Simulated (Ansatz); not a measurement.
# CH2Cl2: functionals against CCSD(T) at one geometry

One table from this session's results is given with a row withheld; the runs are named, their logs left out.

Program: Ansatz 0.2.0, Gaussian basis. Level of theory: single points in def2-TZVPP. These are calculated values, not measurements.

Cores are frozen in the correlated methods. B3LYP uses VWN-RPA correlation.

### Starting geometry

5 atoms, charge 0, spin multiplicity 1.

Atoms are counted from 1 here; the program's logs count them from 0.

Bond lengths: C1–Cl2 1.888 Å, C1–Cl3 1.570 Å, C1–H5 1.314 Å. Angles: Cl2–C1–Cl3 126.4°, Cl2–C1–H5 92.8°, Cl3–C1–H5 100.2°.

As a file:

| atom | x (Å) | y (Å) | z (Å) |
| --- | --- | --- | --- |
| C1 | 0.12940 | -0.31370 | 0.06350 |
| Cl2 | -0.16050 | 0.28040 | 1.83230 |
| Cl3 | -0.70870 | -1.39620 | -0.70440 |
| H4 | 1.05580 | 0.60030 | -0.69130 |
| H5 | -0.37290 | 0.78310 | -0.45670 |

Set-up of the first run:

run/in.yaml reads:

```yaml
crystal:
  periodic: [false, false, false]
  atoms:
    - {symbol: C, position_ang: [0.129400, -0.313700, 0.063500]}
    - {symbol: Cl, position_ang: [-0.160500, 0.280400, 1.832300]}
    - {symbol: Cl, position_ang: [-0.708700, -1.396200, -0.704400]}
    - {symbol: H, position_ang: [1.055800, 0.600300, -0.691300]}
    - {symbol: H, position_ang: [-0.372900, 0.783100, -0.456700]}
basis:
  gaussian: {orbitals: def2-TZVPP}
correlation: {method: ccsd_t}
output: {forces: true}
```

No record of the launch command was kept for these runs.

Among the steps run: CCSD(T)/def2-TZVPP; PBE0-D4/def2-TZVPP; wB97M-V/def2-TZVPP; r2SCAN-D4/def2-TZVPP; PBE-D4/def2-TZVPP; SPW92/def2-TZVPP; B3LYP-D4/def2-TZVPP.

One table of the session follows, with a row left open; its other results are not shown here.

| method | RMS force component (eV/Å) | angle to CCSD(T) forces (°) | dipole (D) |
| --- | --- | --- | --- |
| CCSD(T) | 3.808 | reference | 1.63 |
| PBE0-D4 | 3.741 | 3.0 | 1.83 |
| wB97M-V | 3.853 | 2.4 | 1.81 |
| r2SCAN-D4 | 3.654 | 2.6 | 1.81 |
| PBE-D4 | 3.551 | 1.5 | 1.73 |
| SPW92 | 3.427 | 3.3 | 1.86 |
| B3LYP-D4 | ? | ? | ? |

Q: Estimate the row for B3LYP-D4 from the others.

As computed: RMS force component (eV/Å): 3.734; angle to CCSD(T) forces (°): 2.3; dipole (D): 1.76. In the column «RMS force component (eV/Å)» it lies between r2SCAN-D4 (3.654) and PBE0-D4 (3.741).
